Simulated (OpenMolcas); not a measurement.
**Predicting a hybrid from its neighbours: CH6Si (methylsilane)**

CH6Si has 8 atoms, charge 0, and is taken as a singlet. SMILES: `C[SiH3]`. The shape is that of a PBE0-D4/def2-TZVP optimisation.

The HOMO–LUMO gap y, in eV, basis def2-TZVP; a is the functional's share of exact exchange. Programs: OpenMolcas 26.06.

```
functional     program     a  y (eV)
      TPSS  OpenMolcas     0    8.18
       PBE  OpenMolcas     0    7.82
     B3LYP  OpenMolcas   0.2       ?
      PBE0  OpenMolcas  0.25    9.92
     BHLYP  OpenMolcas   0.5   11.81
```

Q: Fit y = c + s·a to the known rows and predict B3LYP.

A: 
1. Means of the 4 rows: a = 0.1875, y = 9.433.
2. Σ(Δa)² = 0.17188, Σ(Δa·Δy) = 1.3106, so the slope is 1.3106/0.17188 = 7.6251.
3. Intercept: 9.433 − (7.6251) × 0.1875 = 8.003. The largest residual of the fit is 0.18.
4. B3LYP: 8.003 + (7.6251) × 0.2 = 9.53 eV.

The run gave 9.43 eV, so the prediction is off by +0.10 eV, within the scatter of the fit. Exact exchange lowers occupied levels and raises empty ones. The rows mix families of semi-local functionals, which the line can't see.
